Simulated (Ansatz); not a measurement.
Two shapes of singlet BH₃.

Shape 1:

```xyz
4

B     0.0000    0.0000    0.0000
H     1.1100    0.0000    0.0000
H    -0.5550    0.9613    0.0000
H    -0.5550   -0.9613    0.0000
```

Shape 2:

```xyz
4

B     0.0000    0.0000    0.0000
H     1.3031    0.0000    0.0000
H    -0.6515    1.1285    0.0000
H    -0.6515   -1.1285    0.0000
```

Basis set: def2-TZVP (spherical functions). Left uncorrelated: 1 orbital. Charge 0, multiplicity 1.

Computed with Ansatz (development build ahead of 0.2.0); each method stands on the lowest determinant of its kind that the runs found.

(1) Which shape is lower in energy, and by how much in each method?

## Answers

(1)

| method | E(2) − E(1) (eV) |
| --- | --- |
| RHF | 0.162 |
| RHF-MP2 | 0.142 |

Shape 1 is lower.
